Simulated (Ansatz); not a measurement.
SiH2. Charge 0, multiplicity 1. Geometry r2SCAN-D4/def2-TZVP; atoms count from 1.

```xyz
3

Si   -0.6104    0.3622   -0.0748
H     0.6445    0.5424    0.7720
H    -0.0341   -0.9046   -0.6972
```

The restricted singlet is unstable towards broken spin symmetry at other levels; at PBE0-D4/def2-TZVP this wasn't settled.

Q: Estimate the Mulliken populations from the PBE0/def2-TZVP orbitals of Ansatz.

A: 
| atom | charge (e) |
| --- | --- |
| Si1 | 0.03 |
| H2 | -0.01 |
| H3 | -0.01 |
Mulliken values depend strongly on the basis.
